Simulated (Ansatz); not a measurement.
**BH3OS: one structure at several levels**

The atoms stand at a structure displaced at random from a GFN2-xTB minimum. How far do the functionals agree with CCSD(T) there?

Program: Ansatz 0.2.0, Gaussian basis. Level of theory: single points in def2-TZVPP. These are calculated values, not measurements.

Cores are frozen in the correlated methods.

**1. The system as given**

SMILES `OBS`, 6 atoms, charge 0, spin multiplicity 1.

Atoms are counted from 1 here; the program's logs count them from 0.

Bond lengths: O1–B2 1.421 Å, O1–H4 1.001 Å, B2–S3 1.851 Å, B2–H5 1.156 Å, S3–H6 1.432 Å. Angles: B2–O1–H4 121.6°, O1–B2–S3 118.5°, O1–B2–H5 119.4°, S3–B2–H5 121.0°, B2–S3–H6 98.2°.

Coordinates:

```
O    -1.1575   -0.0441   -1.0128
B     0.1085    0.1620   -0.4022
S     0.3226   -0.3258    1.3710
H    -1.8973   -0.5219   -0.5378
H     0.8976    0.8150   -0.9390
H     1.6519    0.1714    1.5618
```

**2. CCSD(T)/def2-TZVPP**

run/in.yaml

```yaml
crystal:
  periodic: [false, false, false]
  atoms:
    - {symbol: O, position_ang: [-1.157500, -0.044100, -1.012800]}
    - {symbol: B, position_ang: [0.108500, 0.162000, -0.402200]}
    - {symbol: S, position_ang: [0.322600, -0.325800, 1.371000]}
    - {symbol: H, position_ang: [-1.897300, -0.521900, -0.537800]}
    - {symbol: H, position_ang: [0.897600, 0.815000, -0.939000]}
    - {symbol: H, position_ang: [1.651900, 0.171400, 1.561800]}
basis:
  gaussian: {orbitals: def2-TZVPP}
correlation: {method: ccsd_t}
output: {forces: true}
```

No record of the launch command was kept for these runs.

**3. PBE0-D4/def2-TZVPP**

Edit run/in.yaml of step 2 so:

```diff
@@ -11,3 +11,3 @@
   gaussian: {orbitals: def2-TZVPP}
-correlation: {method: ccsd_t}
-output: {forces: true}
+hamiltonian: {xc: pbe0, dispersion: d4}
+output: {forces: true, orbitals: {seedname: orbitals}}
```

**4. wB97M-V/def2-TZVPP**

Edit run/in.yaml of step 3 so:

```diff
@@ -11,3 +11,3 @@
   gaussian: {orbitals: def2-TZVPP}
-hamiltonian: {xc: pbe0, dispersion: d4}
-output: {forces: true, orbitals: {seedname: orbitals}}
+hamiltonian: {xc: {name: wB97M-V}}
+output: {forces: true}
```

**5. r2SCAN-D4/def2-TZVPP**

Edit run/in.yaml of step 4 so:

```diff
@@ -11,3 +11,3 @@
   gaussian: {orbitals: def2-TZVPP}
-hamiltonian: {xc: {name: wB97M-V}}
+hamiltonian: {xc: r2scan, dispersion: d4}
 output: {forces: true}
```

**6. PBE-D4/def2-TZVPP**

Edit run/in.yaml of step 5 so:

```diff
@@ -11,3 +11,3 @@
   gaussian: {orbitals: def2-TZVPP}
-hamiltonian: {xc: r2scan, dispersion: d4}
+hamiltonian: {xc: pbe, dispersion: d4}
 output: {forces: true}
```

**7. revPBE-D4/def2-TZVPP**

Edit run/in.yaml of step 6 so:

```diff
@@ -11,3 +11,3 @@
   gaussian: {orbitals: def2-TZVPP}
-hamiltonian: {xc: pbe, dispersion: d4}
+hamiltonian: {xc: {name: revPBE}, dispersion: d4}
 output: {forces: true}
```

**8. r2SCANh-D4/def2-TZVPP**

Edit run/in.yaml of step 7 so:

```diff
@@ -11,3 +11,3 @@
   gaussian: {orbitals: def2-TZVPP}
-hamiltonian: {xc: {name: revPBE}, dispersion: d4}
+hamiltonian: {xc: {name: r2SCANh}, dispersion: d4}
 output: {forces: true}
```

(Steps that only read results are left out.)

**Question.** What will these runs give? Wanted: energy less free atoms, CCSD(T)/def2-TZVPP; RMS force component; RMS force error; HOMO and LUMO, PBE0-D4; T1 diagnostic.

The runs gave:

```
                                  quantity                                                                                                value
energy less free atoms, CCSD(T)/def2-TZVPP                                                                                       -2094.7 kJ/mol
                       RMS force component                                                                 1.001 to 1.214 eV/Å over the methods
                           RMS force error  PBE0-D4 0.127, wB97M-V 0.080, r2SCAN-D4 0.077, PBE-D4 0.196, revPBE-D4 0.204, r2SCANh-D4 0.106 eV/Å
                    HOMO and LUMO, PBE0-D4                                                                                   -7.81 and -0.43 eV
                             T1 diagnostic                                                                                                0.015
```

In words: Against CCSD(T) the functionals' energies less atoms differ by -112.6 to -55.4 kJ/mol, PBE-D4 by -112.6 kJ/mol. CCSD(T) in triple zeta still lacks some correlation energy of the bonds, so part of these gaps is its own basis error and they don't rank the functionals. For forces r2SCAN-D4 does best and revPBE-D4 worst. Frozen-core CCSD(T) forces in triple zeta carry basis errors of their own, and this is one geometry, so small gaps rank nothing.
